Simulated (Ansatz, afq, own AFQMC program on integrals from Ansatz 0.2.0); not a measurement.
# CHAl, triplet: AFQMC among the cluster methods

| atom | x (Å) | y (Å) | z (Å) |
| --- | --- | --- | --- |
| Al | 0.0000 | 0.0000 | -0.0166 |
| C | 0.0000 | 0.0000 | -1.5676 |
| H | 0.0000 | 0.0000 | 1.5843 |

Connectivity, by distances: AlH–C.

Basis 6-31G. Only valence electrons are correlated. AFQMC by an in-house program on the Cholesky factors that Ansatz 0.2.0 writes for its CCSD(T) run. ph-AFQMC/CISD is guided by a CISD state made of CCSD amplitudes; releasing the constraint for a short imaginary time cuts its bias at the price of noise, slowly where states lie close. ± is one standard error of the sampling.

Determinant: ROHF, the one that the program's search chose, which needn't be the lowest solution. The geometry is a point of a scan.

Full CI on the same integrals is exact in this basis and with this determinant's frozen core.

Cautions: lower spins were not checked; a spin-contaminated unrestricted determinant lies lower (UHF 378 meV lower, ⟨S²⟩ 2.36); raised T1 diagnostic (T1 0.043, weight of the determinant 0.88, largest double 0.12); the released energies are still falling, so no released level is given (meV from the phaseless value at times in 1/Eh: -3 ± 3 at 0.24, -3.8 ± 2.3 at 0.51, -8.6 ± 2.5 at 0.99, -11 ± 3 at 1.62, 22 ± 36 at 2.40).

- T1 diagnostic: 0.0426
- weight of the determinant in the CISD state: 0.879
- size of the correlated space: 8 electrons in 18 orbitals

Reference: full CI, correlation energy -3.240 eV.

```csv
level,E − E(reference) (kJ/mol),share of correlation (%)
HF,312.6,0.00
MP2,79.8,74.46
CCSD,12.5,95.99
CCSD(T),3.5,98.87
CCSDT,0.8,99.73
CCSDT(Q),0.1,99.97
CCSDTQ,0.0,99.99
ph-AFQMC/CISD,1.7 ± 0.4,99.47
```

CCSDT and higher add their correlation energy to the determinant of the CCSD(T) run, since their own runs factorise the integrals more tightly (a shift of under 2 meV).
